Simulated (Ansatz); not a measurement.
# BCl2F: structure and electronic state

What does BCl2F look like as a singlet, and where do its frontier electrons sit?

Method: RKS PBE0-D4/def2-TZVP; program: Ansatz 0.2.0, Gaussian basis.

The runs, in order: relaxation at r2SCAN-D4/def2-TZVP; a search for the lowest solution at PBE0-D4/def2-SVP; a single point at PBE0-D4/def2-TZVP.

## 1. The system as given

4 atoms, charge 0, spin multiplicity 1.

Atoms are counted from 1 here; the program's logs count them from 0.

Bond lengths: B1–Cl2 1.712 Å, B1–Cl3 1.712 Å, B1–F4 1.323 Å. Angles: Cl2–B1–Cl3 123.6°, Cl2–B1–F4 118.2°, Cl3–B1–F4 118.2°.

As a file:

```
atom    x (Å)    y (Å)    z (Å)
  B1  -0.0379  -0.0632  -0.0005
 Cl2   1.6716  -0.1466   0.0138
 Cl3  -0.9142   1.4071  -0.0170
  F4  -0.7195  -1.1973   0.0037
```

The start is a GFN2-xTB geometry.

## 2. Optimising with r2SCAN-D4/def2-TZVP

File in.yaml:

```yaml
crystal:
  periodic: [false, false, false]
  atoms:
    - {symbol: B, position_ang: [-0.037880, -0.063210, -0.000480]}
    - {symbol: Cl, position_ang: [1.671570, -0.146640, 0.013750]}
    - {symbol: Cl, position_ang: [-0.914230, 1.407130, -0.016990]}
    - {symbol: F, position_ang: [-0.719460, -1.197280, 0.003720]}
basis:
  gaussian: {orbitals: def2-TZVP}
hamiltonian: {xc: r2scan, dispersion: d4}
scf: {lower_state_search: "off"}
output: {orbitals: {seedname: orbitals}}
relax: {f_tol: 0.02, max_steps: 100}
```

Run with:

```
$ ansatz run in.yaml --threads 4 --pin off --events-out ev --progress --plain --max-ram 3916MiB
```

The runs that follow: Searching for the lowest solution, PBE0-D4/def2-SVP; Single point, PBE0-D4/def2-TZVP.

**Question.** What will the summary of the whole plan be? Wanted: point group; commonest bond; HOMO, LUMO at PBE0-D4/def2-TZVP; dipole at r2SCAN-D4/def2-TZVP.

The runs gave:

| quantity | value |
| --- | --- |
| point group | C2v |
| commonest bond | B–Cl, 2 of mean length 1.743 Å |
| HOMO, LUMO at PBE0-D4/def2-TZVP | -9.44, -1.04 eV |
| dipole at r2SCAN-D4/def2-TZVP | 0.26 D |

The molecule keeps its bonding pattern by the stored test; the atoms moved 0.02 Å (rms). No usable vibrations, so a minimum isn't proven.
